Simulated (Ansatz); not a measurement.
Relaxation of BClH2O (5 atoms, charge 0, multiplicity 1), to a largest force component of 0.03 eV/Å in at most 50 steps.

All numbers below come from RKS PBE-D4/def2-TZVP in Ansatz 0.2.0.

```xyz
5
Properties=species:S:1:pos:R:3:forces:R:3
B -0.929 -0.117 0.340 0.03 0.00 -0.01
H 1.321 0.015 1.128 0.18 -0.01 -0.58
O 1.674 0.003 0.203 -0.20 0.01 0.56
H 1.889 -0.935 0.052 -0.01 0.00 0.01
Cl -1.349 0.082 -1.331 0.00 0.00 0.02
```

Where does it end, and by what steps?

The run converged. The force dipped under the threshold on the way, but the program's further checks kept it going. After 11 steps the energy has fallen by 0.012 eV; H2 moved furthest, 0.28 Å.

```tsv
step	energy less start (eV)	largest force component (eV/Å)	accepted
0	0.0000	0.582	yes
1	0.0015	0.627	no
2	-0.0058	0.267	yes
3	-0.0070	0.145	yes
4	-0.0079	0.126	yes
5	-0.0088	0.137	yes
6	-0.0055	0.414	no
7	-0.0105	0.049	yes
8	-0.0109	0.094	yes
9	-0.0112	0.061	yes
10	-0.0114	0.027	yes
11	-0.0116	0.018	yes
```

```xyz
5
Properties=species:S:1:pos:R:3
B -0.917 -0.087 0.310
H 1.122 -0.025 0.937
O 1.851 -0.011 0.278
H 2.069 -0.952 0.155
Cl -1.518 0.124 -1.288
```

Time of the run: 4.2 s on 4 threads of Intel(R) Xeon(R) 6975P-C (Granite Rapids), with other jobs on the host, peak memory 0.17 GiB.
